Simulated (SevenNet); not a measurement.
## fcc Cu

The numbers are results of the machine-learned potential SevenNet-l3i5 (trained on PBE and PBE+U data), not measurements.

Cell: relaxed at this level.

lattice parameter a: 3.613 Å
volume per atom: 11.79 Å³/atom
vacancy formation energy: 1.01 eV

Measured, for comparison: lattice constant a 3.595 Å, equilibrium volume per atom 11.62 Å³/atom (low-temperature or extrapolated to 0 K; zero-point anharmonic expansion removed; as tabulated in Csonka et al. (2009), arXiv:0903.4037); vacancy formation energy 1.35 ± 0.07 eV (midpoint of the printed range, monovacancy, our sources range from 1.05 to 1.35; as tabulated in Mehl and Papaconstantopoulos (1996), arXiv:mtrl-th/9602003). Computed (rounded) less measured: lattice constant a +0.5 %, equilibrium volume per atom +1.5 %, vacancy formation energy not scored (sources differ).

A machine-learned potential is trained on density-functional data: it inherits that level's misses and adds fitting errors of its own.
